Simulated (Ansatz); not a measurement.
Bulk modulus (GPa) of solids drawn from the class of halides, at two levels: PBE (plane waves, PAW; Ansatz, an electronic-structure program), and LDA (plane waves, PAW; Ansatz).

| solid | PBE | LDA |
|---|---|---|
| rock-salt AgCl | 41.9 | 69.4 |
| fluorite SrCl₂ | 33.6 | 44.1 |
| rutile MnF₂ | 82.7 | 108 |
| CsCl-type TlBr | 19.7 | 33.6 |
| cubic perovskite KMgF₃ | 66.1 | 86.2 |
| CsCl-type TlCl | 22.1 | ? |
| fluorite CdF₂ | 93.5 | 127 |
| cubic perovskite KZnF₃ | 69.9 | 95.6 |
| rock-salt AgBr | 38.7 | 63.3 |

Estimate the withheld LDA value from the other rows.

One way: carry over the typical ratio. The ratios LDA / PBE of the other rows, in order: 1.304, 1.306, 1.312, 1.358, 1.368, 1.636, 1.656, 1.706; median 1.3630. CsCl-type TlCl: 22.1 × 1.3630 = 30.1 GPa; the run gives 37.6 GPa. The ratios spread from 1.304 to 1.706, so such an estimate is rough.

Over all 9 rows LDA is the larger in 9.

Ansatz's runs of these crystals have no spin polarisation, but for rutile MnF2.

Density-functional runs with spin start from opposed moments for rutile MnF2.

Spin–orbit coupling is left out, also for the solids with elements from indium on (CsCl-type TlBr, CsCl-type TlCl); its size isn't shown.

Each level is taken at its own relaxed cell. Ansatz's density-functional and Hartree–Fock values are scalar-relativistic unless marked +SOC, with PAW data made under PBE.
